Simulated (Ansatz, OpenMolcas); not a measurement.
AlSiH4O (SMILES [AlH][O][SiH3]): methods side by side

AlSiH4O has 7 atoms, charge 0, and is taken as a doublet. SMILES: `[AlH][O][SiH3]`. Geometry: relaxed at PBE0-D4/def2-TZVP. This is one conformer, not always the lowest.

Each level gives the vertical electron affinity (to the singlet anion) (eV). The values are calculated.

The electron affinity is E(neutral) − E(anion): positive where the electron is bound.

```tsv
level	kind	program	value (eV)	CPU time (all runs)
UBLYP/aug-cc-pVDZ	GGA	OpenMolcas	0.87	1.9 min
UPBE/aug-cc-pVDZ	GGA	OpenMolcas	0.91	2.2 min
UB3LYP/aug-cc-pVDZ	global hybrid	OpenMolcas	0.96	2 min
UBHLYP/aug-cc-pVDZ	global hybrid	Ansatz	0.75	45 s
UPBE0/aug-cc-pVDZ	global hybrid	Ansatz	0.83	37 s
U-wB97X/aug-cc-pVDZ	range-separated hybrid	Ansatz	0.90	2.4 min
RPA@PBE0/aug-cc-pVDZ	RPA	Ansatz	0.94	62 s
UMP2/aug-cc-pVDZ	perturbation theory	Ansatz	0.64	15 s
```

Where it was recorded, the anion's HOMO is positive in UBLYP/aug-cc-pVDZ, UPBE/aug-cc-pVDZ, UB3LYP/aug-cc-pVDZ, UBHLYP/aug-cc-pVDZ, UPBE0/aug-cc-pVDZ: a fault of the level (basis or self-interaction), which says nothing on whether the real anion is bound. The values span 0.64 to 0.96 eV. CPU times are rough (shared hosts, several kinds of processor and program).
